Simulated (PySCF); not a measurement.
1,2,5-thiadiazole, C2H2N2S.
Numbering: `[cH:1]1[cH:2][n:3][s:4][n:5]1` (hydrogens: H6 on C1; H7 on C2)

The geometry is computed with GFN2-xTB (gas phase).

Question: List the bond lengths and angles at this level.

Answer: 
| bond | length (bohr) | order |
| --- | --- | --- |
| C1–C2 | 2.660 | aromatic |
| N3–S4, S4–N5 | 3.062 | aromatic |
| C1–N5, C2–N3 | 2.482 | aromatic |
| C1–H6, C2–H7 | 2.030 | single |

Bonds in one row agree within 0.02 bohr and their mean is given. Orders are formal, as drawn. A selection of angles:
| angle | degrees |
| --- | --- |
| C2–C1–N5 | 112.8 |
| C2–C1–H6 | 127.1 |
| N5–C1–H6 | 120.1 |
| C2–N3–S4 | 108.9 |
| N3–S4–N5 | 96.8 |

The 5-membered ring C1–C2–N3–S4–N5 has internal angles of 96.8° to 112.8° (sum 540°, against 540° for a flat polygon); it is planar, 0.00 Å rms from its mean plane, widest ring torsion 0°. S4 (ring sulfur) is bent (angle 96.8°). The 5 heavy atoms lie in one plane (0.000 Å rms).

Point group: C2v (every atom within 0.08 Å of its image). No frequency check.
